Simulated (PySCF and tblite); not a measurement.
Values are calculated unless marked as measured or tabulated.
System: C₃H₂O₂, numbered as in [CH:1]#[C:2][C:3](=[O:4])[OH:5].

Geometries: PBE0-D3(BJ)/def2-SVP; energies: PBE0/pcSseg-1 + D3(BJ); zero-point and thermal terms from GFN2-xTB harmonic modes (soft modes blended into free rotors). Rate constants are transition-state-theory values, counting equivalent paths, without tunnelling. Programs: tblite and PySCF.

Tunnelling of the moving H, left out here, will speed the real process. In real samples such hydrogens mostly exchange between molecules or through solvent, far faster than by this path.

Q: What barrier does the shift of H on O5 from O5 to O4 meet, and how fast is it at 298 K?

A: The electronic barrier is 33.5 kcal/mol and ΔG‡(298 K) 30.6 kcal/mol, over a C2v saddle with an imaginary mode of 1781i cm⁻¹ (GFN2-xTB). With 1 equivalent path, k is 2.2×10⁻¹⁰ s⁻¹.
